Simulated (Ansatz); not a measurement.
# Which isomer of BH2NSi gives these data?

These gas-phase data were calculated for one isomer of BH2NSi at PBE-D3(BJ)/def2-SVP (harmonic, unscaled wavenumbers; equilibrium rotational constants with average atomic masses):

| Quantity | Value |
| --- | --- |
| rotational constants | 213.8, 5.6, 5.457 GHz |
| all wavenumbers above 1500 cm⁻¹ | 2799, 1913, 1782 |
| dipole moment | 1.77 D (PBE0/def2-TZVPD) |

Candidates:

(1) `B=N[SiH]`, a singlet
(2) `BN=[Si]`, a singlet

**Question.** Which candidate do the data belong to?

**Answer.** Candidate (1). 1 mode lies between 2350 and 2900 cm⁻¹, one for each B–H bond, while (2) has 2.

The same quantities for all candidates:

|  | rotational constants (GHz) | wavenumbers above 1500 cm⁻¹ | dipole (D) | E above the lowest, PBE-D3(BJ)/def2-SVP (kcal/mol) |
| --- | --- | --- | --- | --- |
| (1) | 213.8, 5.6, 5.457 | 2799, 1913, 1782 | 1.77 | 13.7 |
| (2) | 224.5, 5.648, 5.509 | 2541, 2465 | 2.23 | 0.0 |

Each candidate is one conformer. Programs: Ansatz 0.2.0.
